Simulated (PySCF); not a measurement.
# Computed spin Hamiltonian

Compound: C₃H₄Cl (doublet state).
Geometry (GFN2-xTB, Å), atoms numbered from 1 in this order:
```xyz
8
C3H4Cl angstrom
C      1.6563    0.0944   -0.1816
C      0.5449    0.1919    0.4661
C     -0.8142   -0.2352   -0.0530
Cl    -1.8783    1.1926   -0.2189
H      2.0256   -0.2451   -1.1201
H      0.5095    0.6182    1.4620
H     -0.7378   -0.6993   -1.0348
H     -1.2970   -0.9081    0.6557
```

The hyperfine couplings belong to this conformer and change with its torsions.

As a line formula: `[H]/[C]=C\CCl` [radical].

The calculation used UKS B3LYP, pcH-1 on C Cl H, non-relativistic, mean-field spin-orbit, GIAO (PySCF 2.14.0). Isolated species at its GFN2-xTB geometry (one conformer only). The geometry wasn't refined by DFT: couplings that depend on bond lengths, twists or pyramidal angles can differ widely from those at the functional's own minimum. The SCF solution wasn't tested for stability.

- g1, g2, g3: 2.00194, 2.00245, 2.00300
- g_iso: 2.00246
- Form of g: rhombic: the two nearest values differ by 48 % of g3 − g1
- ⟨S²⟩: 0.7591 (exact 0.7500)
- α and β electrons: 20, 19
- HOMO–LUMO gap, α and β orbitals: 6.23, 5.23 eV
- Basis functions: 150

Hyperfine couplings atom by atom, in mT; T1 to T3 are the principal values of the dipolar part (MHz turned into mT with g_iso):

```json
{"atom": "C1", "isotope": "13C", "a_iso": "11.31", "of which spin–orbit": "-0.01", "T1": "-2.95", "T2": "-2.16", "T3": "5.11", "Mulliken spin population": "1.04"}
{"atom": "C2", "isotope": "13C", "a_iso": "-0.50", "of which spin–orbit": "0.00", "T1": "-0.68", "T2": "0.09", "T3": "0.59", "Mulliken spin population": "-0.17"}
{"atom": "C3", "isotope": "13C", "a_iso": "3.87", "of which spin–orbit": "0.00", "T1": "-0.27", "T2": "-0.25", "T3": "0.52", "Mulliken spin population": "0.07"}
{"atom": "Cl4", "isotope": "35Cl", "a_iso": "-0.08", "of which spin–orbit": "0.00", "T1": "-0.09", "T2": "-0.02", "T3": "0.11", "Mulliken spin population": "0.00"}
{"atom": "H5", "isotope": "1H", "a_iso": "1.13", "of which spin–orbit": "0.00", "T1": "-1.18", "T2": "-0.25", "T3": "1.42", "Mulliken spin population": "0.00"}
{"atom": "H6", "isotope": "1H", "a_iso": "4.01", "of which spin–orbit": "0.00", "T1": "-0.23", "T2": "-0.19", "T3": "0.42", "Mulliken spin population": "0.05"}
{"atom": "H7", "isotope": "1H", "a_iso": "-0.21", "of which spin–orbit": "0.00", "T1": "-0.21", "T2": "-0.06", "T3": "0.27", "Mulliken spin population": "0.00"}
{"atom": "H8", "isotope": "1H", "a_iso": "0.03", "of which spin–orbit": "0.00", "T1": "-0.13", "T2": "-0.07", "T3": "0.20", "Mulliken spin population": "0.00"}
```

The Mulliken spin populations are largest on C1 (+1.04), C2 (-0.17) and C3 (+0.07). No atom but C1 exceeds +0.15. The positive populations add up to 1.17 and the negative ones to -0.17, together 2S = 1.

Under fast tumbling the dipolar parts average out, and these isotropic splittings remain: 1 × 1H (H6, I = 1/2, 2 lines) with 4.01 mT, 1 × 1H (H5, I = 1/2, 2 lines) with 1.13 mT, 2 × 1H (H7/H8, I = 1/2, 3 lines) with 0.09 mT and 1 × 35Cl (Cl4, I = 3/2, 4 lines) with 0.08 mT.

Means are taken over nuclei equivalent by connectivity, which assumes that they swap fast. The 1H value of -2.4 MHz is a mean of couplings from -5.8 to 0.9 MHz in this one geometry, not an average over conformers.

Main isotope only: 35Cl (natural samples also hold 24 % 37Cl, magnetic too, which adds its own pattern).

The 13C coupling of C1 (317.0 MHz) shows only in satellite lines or after enrichment, since that isotope makes up about 1.07 % of natural carbon.

Examples of negative spin density at the nucleus (bohr⁻³): C2 (-0.0126) and Cl4 (-0.0054).
